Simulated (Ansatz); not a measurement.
A run of Ansatz (development build ahead of 0.2.0) on singlet C₂H₃N at this shape:

```tsv
atom	x (Å)	y (Å)	z (Å)
C	-0.0054	-0.0155	-1.2220
C	0.0196	0.0424	0.2962
N	0.0197	-0.0454	1.4422
H	-0.0057	-1.0570	-1.5982
H	-0.8824	0.4746	-1.5293
H	0.8824	0.4850	-1.5936
```

Its results:

```
Converged                       : yes
Reference energy                : -131.96986 hartree
Correlation energy              : -0.51392 hartree
Total energy                    : -132.48378 hartree
Spin squared of the determinant : 0.000
```

Question: Which input gives this output? Name the method, the orbitals and the basis set, and write the input.

Answer: RHF-MP2 in cc-pVTZ. An unrestricted run that stays on the closed shell gives the same numbers.

```yaml
crystal:
  periodic: [false, false, false]
  atoms:
    - { symbol: C, position_ang: [-0.00536, -0.01548, -1.22202] }
    - { symbol: C, position_ang: [0.01955, 0.04241, 0.29615] }
    - { symbol: "N", position_ang: [0.01966, -0.04542, 1.44223] }
    - { symbol: H, position_ang: [-0.00575, -1.05704, -1.59819] }
    - { symbol: H, position_ang: [-0.88239, 0.47463, -1.52927] }
    - { symbol: H, position_ang: [0.88236, 0.48497, -1.59357] }
basis:
  gaussian: { orbitals: cc-pVTZ }
hamiltonian:
  xc: hf
correlation:
  method: mp2
  frozen_orbitals: { C: 1, H: 0, "N": 1 }
```
